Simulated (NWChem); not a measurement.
System: NH2, doublet; SMILES [NH2]

```xyz
3

N      0.0000     0.0000     0.1667
H      0.8041     0.0000    -0.4718
H     -0.8041     0.0000    -0.4718
```
Atoms are numbered in this order, from 1.

Results from NWChem. Geometry optimised at PBE0-D3(BJ)/def2-TZVP; all other runs use it. Pople sets run with spherical d functions. Spin-unrestricted. In the optimisation the excess spin sits in b2 (C2v, its own frame). Vzz has the sign of the potential's second derivative. Spin-orbit coupling enters the g values alone. Excited states of an open shell can be spin-contaminated.

```csv
quantity,level,value
"vertical, lowest excitation (eV)","B3LYP/def2-SVPD, TDA",2.31
"charge (e), Mulliken N1",B3LYP/def2-SVP,?
A(iso) 14N atom 1 (MHz),BHandHLYP/aug-cc-pVTZ-J,39.2
Vzz N1 (a.u.),PBE/6-31G*,?
Δg3 (ppt),"PBE/x2c-TZVPall, ZORA",?
dipole in solution (D) in 1-propanol,"B3LYP/def2-SVP, SMD",2.21
dipole (D),PBE0-D3(BJ)/def2-TZVP,?
highest harmonic frequency (cm⁻¹),PBE0-D3(BJ)/def2-TZVP,3482
```

Problem. Complete the blanks.

Solution. 
- charge (e), Mulliken N1, value: -0.19
- Vzz N1 (a.u.), value: -0.719
- Δg3 (ppt), value: 5.58
- dipole (D), value: 1.95
